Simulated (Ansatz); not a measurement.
Gas-phase electronic energies from Ansatz, PBE0-D4/def2-TZVP geometries. CBS: MP2 limit from def2 TZ/QZ plus the TZ coupled-cluster correction, frozen cores. Functionals use def2-TZVPP. B3LYP here is the variant with VWN-RPA as its local correlation; programs differ in this. HSE06 is defined as in plane-wave codes. Each species was taken in one conformer, which may not be the lowest.

Reaction (isomerisation): `CCC(C)CO` → `CCCCCO`

`CCC(C)CO`:

Z-matrix (Å, degrees):
```
C
C 1 1.519
H 1 1.094 2 111.0
H 1 1.092 2 111.1 3 119.5
H 1 1.093 2 112.2 3 -120.4
C 2 1.525 1 114.3 3 57.8
H 2 1.097 1 109.8 3 179.9
H 2 1.094 1 109.5 3 -63.9
C 6 1.523 2 111.0 1 -169.2
C 6 1.521 2 112.6 1 67.5
H 6 1.102 2 108.0 1 -51.8
O 9 1.412 6 113.9 2 59.4
H 9 1.100 6 109.5 2 -176.0
H 9 1.095 6 109.6 2 -58.8
H 10 1.093 6 111.4 2 -179.6
H 10 1.095 6 110.6 2 60.6
H 10 1.091 6 111.8 2 -59.3
H 12 0.961 9 108.1 6 62.8
```

`CCCCCO`:

Z-matrix (Å, degrees):
```
C
C 1 1.520
H 1 1.094 2 110.9
H 1 1.093 2 111.9 3 120.1
H 1 1.092 2 111.3 3 -119.8
C 2 1.523 1 114.1 3 -56.9
H 2 1.097 1 109.5 3 -179.6
H 2 1.095 1 109.1 3 64.9
C 6 1.521 2 114.2 1 -64.1
H 6 1.094 2 109.5 1 174.1
H 6 1.098 2 109.3 1 58.2
C 9 1.517 6 113.2 2 -174.0
H 9 1.099 6 109.6 2 -52.1
H 9 1.096 6 110.7 2 64.4
O 12 1.414 9 113.4 6 61.2
H 12 1.099 9 109.9 6 -174.4
H 12 1.094 9 110.0 6 -56.6
H 15 0.961 12 108.1 9 62.3
```

| level | ΔE (kcal/mol) | difference from CCSD(T)/CBS |
| --- | --- | --- |
| LDA (SPW92) | 2.0 | 0.4 |
| PBE-D4 | 1.2 | -0.4 |
| revPBE-D4 | 1.4 | -0.2 |
| r2SCAN-D4 | 1.5 | -0.1 |
| B97M-V | 1.6 | 0.0 |
| PBE0-D4 | 1.2 | -0.4 |
| B3LYP-D4 | 1.1 | -0.5 |
| r2SCANh-D4 | 1.4 | -0.2 |
| r2SCAN0-D4 | 1.4 | -0.2 |
| BHLYP-D4 | 1.1 | -0.5 |
| CAM-B3LYP-D4 | 1.2 | -0.4 |
| ωB97X-V | 1.3 | -0.3 |
| B2PLYP | 1.0 | -0.6 |
| PBE-QIDH | 1.4 | -0.2 |
| PBE | 0.8 | -0.8 |
| revPBE | 0.3 | -1.3 |
| BLYP | 0.3 | -1.3 |
| r2SCAN | 1.3 | -0.3 |
| PBE0 | 0.9 | -0.7 |
| B3LYP | 0.5 | -1.1 |
| r2SCANh | 1.3 | -0.3 |
| r2SCAN0 | 1.3 | -0.3 |
| HSE06 | 0.8 | -0.8 |
| BHLYP | 0.6 | -1.0 |
| CAM-B3LYP | 0.8 | -0.8 |
| LC-ωPBE | 1.0 | -0.6 |
| RPA@PBE/def2-TZVPP | 1.5 | -0.1 |
| HF/def2-SVP | 0.2 | -1.4 |
| MP2/def2-SVP | 1.9 | 0.3 |
| CCSD/def2-SVP | 1.4 | -0.2 |
| CCSD(T)/def2-SVP | 1.7 | 0.1 |
| HF/def2-TZVPP | 0.1 | -1.5 |
| MP2/def2-TZVPP | 2.0 | 0.4 |
| SCS-MP2/def2-TZVPP | 1.5 | -0.1 |
| CCSD/def2-TZVPP | 1.4 | -0.2 |
| HF/def2-QZVPP | 0.1 | -1.5 |
| MP2/def2-QZVPP | 1.9 | 0.3 |
| SCS-MP2/def2-QZVPP | 1.5 | -0.1 |
| HF/CBS(def2) | 0.1 | -1.5 |
| CCSD/CBS(def2) | 1.3 | -0.3 |
| CCSD(T)/CBS | 1.6 | 0 |

Largest T1 diagnostic among the species: 0.009.

Leaving LDA and LC-ωPBE aside and taking each functional with its dispersion term where it has one, the values spread over 0.5 kcal/mol, from B2PLYP to B97M-V. LDA lies +1.2 kcal/mol from PBE without D4. In def2-TZVPP, CCSD(T) changes the Hartree–Fock value by +1.5 kcal/mol (the triples alone add +0.3 kcal/mol) and MP2 by +1.9 kcal/mol.
